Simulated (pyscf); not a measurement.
**Cycloaddition: B–F (SMILES [B]F) [singlet] + H₂C=CH₂ (SMILES C=C) → C₂H₄BF (SMILES FB1CC1)**

Gas phase, singlet surface, charge 0. Bonds broken: none. Bonds formed: B1–C3, B1–C4. Structures and frequencies: ωB97X-D3(BJ)/def2-SVP in PySCF. Correlated levels are frozen-core, on RHF or UHF. ΔMP2 is the change of the MP2 total energy from the triple- to the quadruple-zeta basis.

Transition state (Å):

```xyz
8

B      0.3226     0.5803     0.3313
F      0.0245     0.6151     1.5994
C     -1.6356    -0.3927    -0.3528
C     -0.5136     0.0096    -1.0830
H     -1.6715    -1.3735     0.1287
H     -2.4303     0.3165    -0.1066
H      0.1683    -0.7417    -1.4984
H     -0.5664     0.8942    -1.7281
```

One imaginary mode, 402i cm⁻¹; descent along it reached the two sides named.

| bond | change | reactant side (Å) | saddle | product side |
|---|---|---|---|---|
| B1–C3 | forms | 3.6 | 2.291 | 1.523 |
| B1–C4 | forms | 3.3 | 1.739 | 1.522 |

Electronic energies relative to the separated reactants (kJ/mol):

| level | barrier | reaction energy | reverse barrier |
|---|---|---|---|
| ωB97X-D3(BJ)/def2-TZVP | 76.6 | -179.4 | 256.0 |
| PBE/def2-TZVP | 19.8 | -190.6 | 210.4 |
| r²SCAN/def2-TZVP | 25.1 | -194.7 | 219.7 |
| B3LYP-D3(BJ)/def2-TZVP | 55.5 | -163.4 | 218.9 |
| PBE0-D3(BJ)/def2-TZVP | 35.6 | -200.6 | 236.3 |
| M06-2X/def2-TZVP | 65.6 | -177.9 | 243.5 |
| ωB97M-D3(BJ)/def2-TZVP | 83.3 | -160.2 | 243.5 |
| HF/def2-TZVP | 159.0 | -114.7 | 273.7 |
| MP2/def2-QZVPP | 58.5 | -175.7 | 234.3 |
| CCSD/def2-TZVPP | 87.3 | -140.7 | 227.9 |
| CCSD(T)/def2-TZVPP | 65.9 | -142.3 | 208.1 |
| CCSD(T)/def2-TZVPP + ΔMP2(QZVPP) | 64.0 | -144.7 | 208.8 |

With CCSD(T)/def2-TZVPP + ΔMP2(QZVPP) energies and thermal terms (ideal gas, 1 atm, RRHO with modes under 100 cm⁻¹ raised to 100, one conformer, R ln 2 for rigid chiral ones), in kJ/mol:

```tsv
T (K)	ΔH‡	ΔG‡	ΔH	ΔG
298	64.7	104.5	-139.4	-95.8
600	65.4	144.7	-137.6	-52.1
900	66.7	184.1	-134.3	-10.0
1200	68.2	223.0	-130.5	+30.8
```

This is the saddle that the search found; another between the same sides may lie lower. A restricted solution here is unstable towards spin polarisation, so biradical character is likely and single-reference numbers are less safe. The CCSD(T) − MP2 part came from Ansatz, without density fitting, on the same reference.
